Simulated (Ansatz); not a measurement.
# HO (doublet): wave-function methods side by side, aug-cc-pVDZ

Aim: climb from Hartree-Fock through coupled cluster and multireference methods for HO (doublet) at one geometry and basis, and see what each rung misses.

The runs use Ansatz 0.2.0, Gaussian basis; aug-cc-pVDZ, correlated electrons: outside noble gas.

Plan: UHF; CCSD(T) on ROHF; CCSD(T) on UHF; BCCD(T) on ROHF; CISD; CCSDT(Q) on ROHF; CCSDT(Q) on UHF; CASSCF and MRCISD+Q, 7 electrons in 5 orbitals; CASSCF and NEVPT2, 7 electrons in 5 orbitals.

**1. The geometry**

The geometry is a PBE0/def2-TZVP stationary point (not a proven minimum) of the parent state, kept for this charge and spin.

2 atoms, charge 0, spin multiplicity 2.

Atoms are counted from 1 here; the program's logs count them from 0.

Bond lengths: O1–H2 1.037 Å.

In the tables R marks a restricted open-shell determinant and U an unrestricted one; 'valence' is the active space of 7 electrons in 5 orbitals; correlation energies count from the lowest restricted Hartree-Fock solution.

**2. UHF**

in.yaml

```yaml
crystal:
  periodic: [false, false, false]
  atoms:
    - {symbol: O, position_ang: [0.000000, 0.000000, 0.000000]}
    - {symbol: H, position_ang: [0.000000, 0.000000, 1.036612]}
basis:
  gaussian: {orbitals: aug-cc-pVDZ}
magnetization: {spin_polarized: true, initial_magnetization: 1}
hamiltonian: {xc: hf}
output: {orbitals: {seedname: orbitals}}
```

Run with:

```bash
$ ansatz run in.yaml --threads 1 --pin off --events-out ev --progress --plain --max-ram 2176MiB
```

After this run come: CCSD(T) on ROHF; CCSD(T) on UHF; BCCD(T) on ROHF; CISD; CCSDT(Q) on ROHF; CCSDT(Q) on UHF; CASSCF and MRCISD+Q, 7 electrons in 5 orbitals; CASSCF and NEVPT2, 7 electrons in 5 orbitals.

Before running them: what should the planned runs give, taken together? Wanted: correlation energy, UCCSDT(Q); RMP2 from UCCSDT(Q); UMP2 from UCCSDT(Q); RCCSD from UCCSDT(Q); RCCSD(T) from UCCSDT(Q); UCCSD(T) from UCCSDT(Q); RCCSDT(Q) from UCCSDT(Q); NEVPT2 valence from UCCSDT(Q); MRCISD+Q valence from UCCSDT(Q).

As calculated:

| quantity | value |
| --- | --- |
| correlation energy, UCCSDT(Q) | -5.1336 eV |
| RMP2 from UCCSDT(Q) | +532.8 meV |
| UMP2 from UCCSDT(Q) | +536.2 meV |
| RCCSD from UCCSDT(Q) | +118.1 meV |
| RCCSD(T) from UCCSDT(Q) | +19.1 meV |
| UCCSD(T) from UCCSDT(Q) | +18.6 meV |
| RCCSDT(Q) from UCCSDT(Q) | +1.2 meV |
| NEVPT2 valence from UCCSDT(Q) | +735.4 meV |
| MRCISD+Q valence from UCCSDT(Q) | +20.2 meV |
| levels within 1 kcal/mol (43 meV) | RCCSD(T), UCCSD(T), BCCD(T), RCCSDT, UCCSDT, RCCSDT(Q), MRCISD+Q valence |
| T1 diagnostic | 0.017 |
| effectively unpaired electrons | 1.01 |

In words: RCCSD(T) lands +19.1 meV from the yardstick (0.4 % of the correlation energy). One determinant dominates. Of the multireference levels listed MRCISD+Q valence comes nearest (+20.2 meV). These misses are within one basis and frozen core, not against nature; frozen cores of the runs differ by up to some meV.
